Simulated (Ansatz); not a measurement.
Isomers of C3H4. Gas-phase values, no solvent. Strings in code marks are SMILES.

Quantity: electronic energy of isomers of C3H4 relative to `C#CC`, in kcal/mol.

Case: `C1=CC1`. Geometry of `C1C=C1` (neutral, multiplicity 1, Å):

```xyz
7

C     -0.5958    -0.6458    -0.0093
C     -0.6006     0.6407    -0.0291
C      0.7617     0.0032     0.0244
H     -1.1339    -1.5762    -0.0125
H     -1.1457     1.5665    -0.0607
H      1.3865    -0.0082    -0.8674
H      1.3278     0.0197     0.9545
```

Task: Estimate the electronic energy of isomers of C3H4 relative to `C#CC` that frozen-core MP2/cc-pVTZ // B3LYP-D3(BJ)/def2-TZVP (Ansatz, a first-principles code) returns for this input.

Result: 23.8 kcal/mol.
